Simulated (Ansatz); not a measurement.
Program: Ansatz. Geometries: PBE0-D4/def2-TZVP. ΔE: electronic, gas phase. CBS: MP2 limit from def2 TZ/QZ plus the TZ coupled-cluster correction, frozen cores. This one scheme is used for every species. Functionals use def2-TZVPP. Each species was taken in one conformer, which may not be the lowest.

Reaction (formal exchange of groups at a C–C bond): `CCC(C)C(C)C` + `CC` → `CCC(CC)C(C)C` + CH₄

(1) Is it downhill or uphill in electronic energy at CCSD(T)/CBS, and by how much? (Estimate.)

(2) What do these levels give: PBE-D4, ωB97M-V, B2PLYP, MP2/def2-TZVPP, CCSD/def2-TZVPP, SCS-MP2/def2-QZVPP? (Estimate.)

Largest T1 diagnostic among the species: 0.009.

Answers

(1) Ansatz gave: Downhill: ΔE = -1.4 kcal/mol.

(2) The calculation gave: PBE-D4 -0.7, ωB97M-V -1.3, B2PLYP 0.2, MP2/def2-TZVPP -1.9, CCSD/def2-TZVPP -0.8, SCS-MP2/def2-QZVPP -1.0 kcal/mol.

In def2-TZVPP, CCSD(T) changes the Hartree–Fock value by −3.6 kcal/mol (the triples alone add −0.6 kcal/mol) and MP2 by −4.1 kcal/mol. The D4 term adds −2.1 kcal/mol with B3LYP and −1.3 kcal/mol with PBE0; it sums over pairs of atoms, weighted by their polarisabilities, and B3LYP, whose exchange is more repulsive, gets the larger term.

B3LYP here is the variant with VWN-RPA as its local correlation; programs differ in this.
